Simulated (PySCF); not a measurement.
# TDDFT excited states: C4H2F2

Species: C₄H₂F₂.
InChI=1S/C4H2F2/c1-2-4(6)3-5/h1,3H/b4-3+

Level of theory: TDDFT wB97X-D/def2-SVPD, vertical, gas phase, core orbitals frozen in the response in PySCF 2.14.0, density-fitted response routines. Geometry: PBE0-D3(BJ)/def2-SVP; no solvent, vibrations or thermal averaging.

| state | E (eV) | E (hartree) | f | symmetry | main configurations (H = HOMO, L = LUMO) |
| --- | --- | --- | --- | --- | --- |
| S1 | 5.44 | 0.2000 | 0.0000 | – | H→L+1 (91%) |
| S2 | 5.67 | 0.2085 | 0.259 | A′ | H→L (81%), H-1→L+1 (13%) |
| S3 | 5.92 | 0.2176 | 0.0001 | – | H-1→L (94%) |
| S4 | 7.15 | 0.2627 | 0.242 | A′ | H-2→L (53%), H-1→L+1 (28%), H→L (13%) |
| S5 | 7.28 | 0.2675 | 0.0000 | – | H→L+2 (85%) |
| S6 | 7.48 | 0.2747 | 0.0006 | – | H-2→L+1 (62%), H→L+4 (16%) |
| S7 | 8.06 | 0.2961 | 0.049 | A″ | H→L+3 (75%), H→L+5 (10%) |
| S8 | 8.48 | 0.3115 | 0.0003 | – | H-3→L (67%), H→L+5 (15%) |
| S9 | 8.50 | 0.3124 | 0.0001 | – | H→L+4 (29%), H-3→L (27%), H→L+5 (23%) |
| S10 | 8.58 | 0.3152 | 0.266 | A′ | H→L+6 (32%), H-2→L (32%), H-1→L+1 (25%) |

Triplets (Tamm–Dancoff): T1 3.41 eV, H→L (95%); T2 5.11 eV, H→L+1 (79%), H-1→L (10%); T3 5.37 eV, H-1→L+1 (66%), H-2→L (18%); T4 5.68 eV, H-1→L (83%), H→L+1 (12%).

The lowest singlet lies at 5.44 eV (228 nm, ultraviolet) and is dark (f under 0.0005); its leading configuration is HOMO→LUMO+1 (91%). The largest oscillator strength of a single state is 0.266. Löwdin shares by element: HOMO carbon 78% (atoms not listed hold the other 22%); LUMO carbon 81% (atoms not listed hold the other 19%). Orbital energies (eV): HOMO-3 -13.27, HOMO-2 -11.61, HOMO-1 -10.76, HOMO -9.08, LUMO 0.55, LUMO+1 1.61, LUMO+2 2.42. Of the 10 states listed, 4 reach f = 0.01 and 5 stay under 0.0005. The listed states span 3.14 eV, and the widest gap between neighbours is 1.23 eV (S3 to S4). All these states lie below the vertical ionisation energy of 9.51 eV (ΔSCF). Symmetry labels in Cs follow from the direction of the transition dipole and are given only for states with f of 0.002 or more. The window holds the lowest 10 singlets.

Time: 23 s. Hardware: one thread of an Arm Neoverse V1 (shared host).
